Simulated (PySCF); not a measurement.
# NaSi⁺ at UHF-MP2

Level: UHF-MP2. basis Na pcseg-2, Si pcseg-2; no relativity; PySCF 2.14.

```
state                          : ³Π (triplet), unpaired electrons σ ↑, π ↑
bond length                    : 3.113 Å
harmonic wavenumber            : 160 cm⁻¹
force constant                 : 0.190 mdyn/Å
rotational constant Be         : 0.1379 cm⁻¹
anharmonicity ωexe             : 1.53 cm⁻¹
vibration–rotation constant αe : 0.00164 cm⁻¹
well depth De to Na⁺ + Si      : 0.47 eV
dissociation energy D0         : 0.46 eV
```

Correlated steps freeze 6 core orbitals. For an ion De counts to the pair picked by the measured ionisation energies or electron affinities, which need not be the lowest pair at this level. The state is the lowest determinant that a PBE0 search found; another state may lie lower at other levels.
